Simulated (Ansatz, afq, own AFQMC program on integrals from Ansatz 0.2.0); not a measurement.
## LiBr⁺, doublet in 6-31G, levels against full CI

```yaml
atoms:
  - { symbol: Br, position_ang: [0.0000, 0.0000, 0.0000] }
  - { symbol: Li, position_ang: [0.0000, 0.0000, 2.5124] }
```

Basis 6-31G. Noble-gas cores (and the filled d shells of Ga–Kr and In–Xe) are frozen. AFQMC by an in-house program on the Cholesky factors that Ansatz 0.2.0 writes for its CCSD(T) run. ph-AFQMC/CISD is guided by a CISD state made of CCSD amplitudes; releasing the constraint for a short imaginary time cuts its bias at the price of noise, slowly where states lie close. Free AFQMC starts from the CCSD state and is never constrained. Its projection time is finite, and what remains of the start isn't in its error. Error bars are statistical, one sigma. No spin–orbit coupling.

Determinant: UHF, the one that the program's search chose, which needn't be the lowest solution. The geometry is a PBE0/def2-TZVP stationary point of this or a neighbouring charge and spin state.

Full CI on the same integrals is exact in this basis and with this determinant's frozen core.

Cautions: no relativity below Rb; no spin-orbit coupling; inner d shell frozen; the ph-AFQMC/HF walk drifts between its halves (2.0 errors).

```
T1 diagnostic                               : 0.0070
weight of the determinant in the CISD state : 0.983
⟨S²⟩ of the determinant                     : 0.751
size of the correlated space                : 7 electrons in 23 orbitals
```

Reference: full CI, correlation energy -0.885 eV. The released energy is read at 2.40 1/Eh (meV from the phaseless value at times in 1/Eh: -0.8 ± 1.0 at 0.24, -1.7 ± 0.7 at 0.51, -0.4 ± 0.7 at 0.99, -0.5 ± 0.8 at 1.62, -0.6 ± 0.9 at 2.40).

| level | E − E(reference) (kJ/mol) | share of correlation (%) |
| --- | --- | --- |
| HF | 85.4 | 0.00 |
| MP2 | 14.9 | 82.60 |
| CCSD | 1.2 | 98.58 |
| CCSD(T) | 0.1 | 99.84 |
| CCSDT | -0.1 | 100.08 |
| CCSDT(Q) | 0.0 | 100.03 |
| ph-AFQMC/HF | -0.8 ± 0.9 | 100.89 |
| ph-AFQMC/CISD | 0.0 ± 0.09 | 99.99 |
| released AFQMC | 0.0 ± 0.09 | 100.05 |
| free AFQMC | 0.0 ± 0.09 | 100.06 |

CCSDT and higher add their correlation energy to the determinant of the CCSD(T) run, since their own runs factorise the integrals more tightly (a shift of under 2 meV). Free projections are given only where their last times agree within the noise and don't stop above the reference; a slow remainder of the start can still hide under it. Released energies are given only where the last usable release times agree within the noise; a slower fall can still hide under it.
